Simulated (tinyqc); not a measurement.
Pariser-Parr-Pople SCF with singles CI, for the molecule c1cc[nH]c1 (SMILES; centres numbered as the heavy atoms are written), step by step. One step of it, computed by the program tinyqc.

Task: Singles CI, triplets. Over the 6 single excitations with the smallest orbital gaps: A = (e_a - e_i) delta - (ij|ab), with (pq|rs) = sum c_mp c_mq gamma_mn c_nr c_ns.

orbital energies (eV): [-15.273760, -10.830961, -10.755978, 0.918365, 2.394857]

coefficients, order 1C, 2C, 3C, 4N, 5C:
```
[[0.315326, -0.570965, -0.324824, -0.270393, -0.629242],
 [0.315349, -0.573653, 0.319967, -0.270047, 0.629423],
 [0.462594, -0.000292, 0.629345, 0.534685, -0.322558],
 [0.610813, 0.587277, 0.002519, -0.531043, 0.000098],
 [0.462644, 0.005099, -0.629309, 0.534853, 0.322238]]
```

repulsion gamma_rs (eV), order 1C, 2C, 3C, 4N, 5C:
```
[[11.130000, 7.552804, 5.520570, 5.786336, 7.552804],
 [7.552804, 11.130000, 7.554850, 5.785526, 5.518526],
 [5.520570, 7.554850, 11.130000, 8.281656, 5.519866],
 [5.786336, 5.785526, 8.281656, 16.800000, 8.282957],
 [7.552804, 5.518526, 5.519866, 8.282957, 11.130000]]
```

Give: triplet CI matrix; triplet excitation energies.

Result:

triplet CI matrix (eV), order 3>4, 2>4, 3>5, 2>5, 1>4, 1>5:
```
[[3.896, -0.001, -0.003, -0.350, -0.005, 0.960],
 [-0.001, 3.778, -0.350, 0.003, -1.289, -0.004],
 [-0.003, -0.350, 5.858, -0.002, 0.960, 0.003],
 [-0.350, 0.003, -0.002, 5.314, -0.004, 0.884],
 [-0.005, -1.289, 0.960, -0.004, 7.556, 0.000],
 [0.960, -0.004, 0.003, 0.884, 0.000, 10.617]]
```

triplet excitation energies (eV): [3.379, 3.624, 5.328, 5.444, 8.369, 10.876]
